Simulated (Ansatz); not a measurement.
Input for Ansatz (development build ahead of 0.2.0):

```yaml
crystal:
  periodic: [false, false, false]
  atoms:
    - { symbol: "N", position_ang: [0.0, 0.0, 0.0] }
    - { symbol: O, position_ang: [0.0, 0.0, 1.49] }
basis:
  gaussian: { orbitals: def2-SVP }
magnetization:
  initial_magnetization: 1
hamiltonian:
  xc: hf
correlation:
  method: mp2
  frozen_orbitals: { "N": 1, O: 1 }
output:
  forces: true
```

The input is written out in the form of the current development build from the run's settings. Correlation on restricted open-shell orbitals is semicanonical, with singles.

The run gave:

```json
{
 "Converged": "yes",
 "Reference energy": "-128.96846 hartree",
 "Correlation energy": "-0.30756 hartree",
 "Total energy": "-129.27602 hartree",
 "Spin squared of the determinant": "0.750",
 "Stability test": "minimum among restricted orbitals"
}
```

Forces (eV/Å):
| atom | Fx | Fy | Fz |
| --- | --- | --- | --- |
| N1 | 0.000 | 0.000 | 16.070 |
| O2 | 0.000 | 0.000 | -16.070 |

Caution: bonds are stretched, where a single reference can fail; an unrestricted determinant lies well below; other determinants can give a lower correlated total; forces differ strongly between restricted and unrestricted references.
